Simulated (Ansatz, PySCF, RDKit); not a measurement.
Pair of molecules: H2O (SMILES O) (first 3 atoms) with ClF (SMILES FCl); geometry from NCB31 set.
(charge 0, multiplicity 1):
```
atom    x (Å)    y (Å)    z (Å)
----  -------  -------  -------
O      2.2398   0.0000  -0.0882
H      2.6009   0.7620   0.3771
H      2.6011  -0.7617   0.3772
Cl    -0.3159  -0.0001  -0.0169
F     -1.9723   0.0001   0.0266
```

Monomers are frozen at their geometry in the pair; levels with a basis set take the counterpoise correction.

The values were computed with Ansatz (Gaussian orbitals); PySCF for the dispersion terms; RDKit for the force fields. Values without a source in brackets are computed.

One of these levels gives -278.4 meV for the interaction energy. Name it.
A. wB97M-V/def2-TZVPPD
B. PBE0-D4/def2-TZVPPD
C. r2SCAN-D4/def2-TZVPPD
D. MMFF94

B, PBE0-D4/def2-TZVPPD. The others give 445.7 (MMFF94), -325.6 (r2SCAN-D4/def2-TZVPPD), -249.6 (wB97M-V/def2-TZVPPD)

Ansatz is an electronic-structure program.
